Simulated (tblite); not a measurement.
Norflurane, C2H2F4.
SMILES with atom numbers: `[F:1][CH2:2][C:3]([F:4])([F:5])[F:6]` (hydrogens: H7, H8 on C2)

Computed with GFN2-xTB (tblite), gas phase: nudged elastic band of 9 images (0 to 8), spring 0.2 eV/Å², climbing image at the end, force threshold 0.05 eV/Å. The top image wasn't refined or checked by frequencies; at this threshold it can lie a kcal/mol or more above the true saddle point of the method.

The band describes a rotation about C2–C3 (sp3 C–F carbon, CF3 carbon), followed by the dihedral F1–C2–C3–F4, from the optimised start (61°) to a second optimised geometry at 180°.

Q: How does the energy change from image to image?

A: 
```json
{"image": "0", "dihedral (°)": "61", "E (kcal/mol)": "0.00", "C2–C3 (Å)": "1.531", "F1···F4 (Å)": "2.82", "largest true force (eV/Å)": "0.00"}
{"image": "1", "dihedral (°)": "74", "E (kcal/mol)": "0.16", "C2–C3 (Å)": "1.533", "F1···F4 (Å)": "2.94", "largest true force (eV/Å)": "0.05"}
{"image": "2", "dihedral (°)": "89", "E (kcal/mol)": "0.60", "C2–C3 (Å)": "1.536", "F1···F4 (Å)": "3.07", "largest true force (eV/Å)": "0.05"}
{"image": "3", "dihedral (°)": "104", "E (kcal/mol)": "1.09", "C2–C3 (Å)": "1.539", "F1···F4 (Å)": "3.20", "largest true force (eV/Å)": "0.04"}
{"image": "4", "dihedral (°)": "119", "E (kcal/mol)": "1.33", "C2–C3 (Å)": "1.541", "F1···F4 (Å)": "3.31", "largest true force (eV/Å)": "0.02"}
{"image": "5", "dihedral (°)": "134", "E (kcal/mol)": "1.18", "C2–C3 (Å)": "1.540", "F1···F4 (Å)": "3.41", "largest true force (eV/Å)": "0.03"}
{"image": "6", "dihedral (°)": "149", "E (kcal/mol)": "0.72", "C2–C3 (Å)": "1.536", "F1···F4 (Å)": "3.48", "largest true force (eV/Å)": "0.04"}
{"image": "7", "dihedral (°)": "164", "E (kcal/mol)": "0.23", "C2–C3 (Å)": "1.533", "F1···F4 (Å)": "3.52", "largest true force (eV/Å)": "0.05"}
{"image": "8", "dihedral (°)": "180", "E (kcal/mol)": "0.00", "C2–C3 (Å)": "1.530", "F1···F4 (Å)": "3.53", "largest true force (eV/Å)": "0.01"}
```

Barriers of this band. The top is image 4 at 119°: 1.3 kcal/mol in either direction, as the ends lie within 0.002 eV of each other. The central bond is 0.010 Å longer at the top than at the start.

Q: What rate follows at 350 K for crossing this barrier forward?

A: Taking the electronic barrier for the free energy of activation (no zero-point or entropy terms, transmission 1), rate = (kT/h)·exp(−ΔE/kT) ≈ 1 × 10^12 s⁻¹, whose inverse is 9 × 10^-13 s. An error of 1 kcal/mol in the barrier changes this by a factor of 4, and the method and the loose band can each miss by that much or more. The barrier is only 1.9 kT, where transition-state theory is rough.

Q: How long is the path, and how are the images spaced?

A: Cartesian distances between aligned neighbours (all atoms, Å): 0.33, 0.37, 0.38, 0.38, 0.38, 0.39, 0.38, 0.40; the sum is 3.01 Å, and the top lies 48 % of the way along.

What follows is the cost of the whole band run. Time: 2.9 s of wall time; peak memory 0.18 GiB. Hardware: one thread of an Intel Xeon at 2.50 GHz, no GPU, shared host.
